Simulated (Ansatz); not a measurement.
Cost and result for the atomization energy of CH4BO (`CB[O]`) radical (7 atoms, 6 bonds).

Charge 0, multiplicity 2. All single points use the PBE0-D4/def2-TZVP geometry. Program: Ansatz. Hardware: A = 2 threads of a server CPU on a shared host; B = 2 threads of an AMD EPYC 7R13 on a shared host and a share of an NVIDIA H100 80 GB. Times are those of one run each, without the atoms' runs, and a repeat can differ threefold. Electronic energies, without spin–orbit coupling; frozen cores. CCSD(T)/CBS extrapolates def2-TZVPP and def2-QZVPP, and its time is that of the two runs behind it. T1 = 0.032; ⟨S²⟩ of the reference is 0.77. B3LYP takes the VWN-RPA correlation (the form of Gaussian; ORCA's B3LYP/G). HSE06 is the plane-wave form, built on full-range PBE exchange.

CCSD(T)/CBS is a level of theory with its own doubt, some kJ/mol a heavy atom from the limit and from the frozen cores, so smaller differences don't rank the functionals.

```json
{"level": "LDA (SPW92)/def2-TZVPP [A]", "functions": "149", "wall time": "1.3 s", "atomization (kcal/mol)": "726.4", "difference from CCSD(T)/CBS": "97.2", "per bond": "16.2"}
{"level": "revPBE-D4/def2-TZVPP [A]", "functions": "149", "wall time": "2.4 s", "atomization (kcal/mol)": "636.8", "difference from CCSD(T)/CBS": "7.6", "per bond": "1.3"}
{"level": "BLYP-D4/def2-TZVPP [A]", "functions": "149", "wall time": "2.4 s", "atomization (kcal/mol)": "641.8", "difference from CCSD(T)/CBS": "12.6", "per bond": "2.1"}
{"level": "PBE0-D4/def2-TZVPP [A]", "functions": "149", "wall time": "2.8 s", "atomization (kcal/mol)": "638.3", "difference from CCSD(T)/CBS": "9.1", "per bond": "1.5"}
{"level": "HSE06-D4/def2-TZVPP [A]", "functions": "149", "wall time": "3 s", "atomization (kcal/mol)": "638.8", "difference from CCSD(T)/CBS": "9.6", "per bond": "1.6"}
{"level": "B3LYP-D4/def2-TZVPP (with forces) [A]", "functions": "149", "wall time": "3.2 s", "atomization (kcal/mol)": "639.5", "difference from CCSD(T)/CBS": "10.3", "per bond": "1.7"}
{"level": "CCSD(T)/def2-SVP [A]", "functions": "62", "wall time": "3.8 s", "atomization (kcal/mol)": "607.1", "difference from CCSD(T)/CBS": "-22.1", "per bond": "-3.7"}
{"level": "PBE-QIDH/def2-TZVPP [A]", "functions": "149", "wall time": "5.5 s", "atomization (kcal/mol)": "628.7", "difference from CCSD(T)/CBS": "-0.5", "per bond": "-0.1"}
{"level": "ωB97X-V/def2-TZVPP [A]", "functions": "149", "wall time": "8.1 s", "atomization (kcal/mol)": "634.7", "difference from CCSD(T)/CBS": "5.5", "per bond": "0.9"}
{"level": "ωB97M-V/def2-TZVPP (with forces) [A]", "functions": "149", "wall time": "9.6 s", "atomization (kcal/mol)": "636.8", "difference from CCSD(T)/CBS": "7.6", "per bond": "1.3"}
{"level": "CCSD(T)/def2-QZVPP [B]", "functions": "291", "wall time": "15 s", "atomization (kcal/mol)": "624.0", "difference from CCSD(T)/CBS": "-5.2", "per bond": "-0.9"}
{"level": "CCSD(T)/def2-TZVPP [A]", "functions": "149", "wall time": "66 s", "atomization (kcal/mol)": "616.4", "difference from CCSD(T)/CBS": "-12.8", "per bond": "-2.1"}
{"level": "CCSD(T)/CBS(def2)", "functions": "–", "wall time": "80 s", "atomization (kcal/mol)": "629.2", "difference from CCSD(T)/CBS": "0.0", "per bond": "0.0"}
```

In def2-TZVPP, CCSD(T) changes the Hartree–Fock value by +132.5 kcal/mol (the triples alone add +7.8 kcal/mol) and MP2 by +135.5 kcal/mol; breaking electron pairs costs correlation energy, which Hartree–Fock lacks. From r2SCAN to r2SCAN0 (25 % exact exchange), in def2-TZVPP and without D4, the atomization energy moves by −11.7 kcal/mol: exact exchange takes away binding that semilocal exchange gives to molecules. At CCSD(T), def2-SVP lies −22.1 kcal/mol from the extrapolated value and def2-TZVPP −12.8 kcal/mol: correlation converges slowly with the basis, and small sets miss more of it in the bonded molecule than in its fragments.
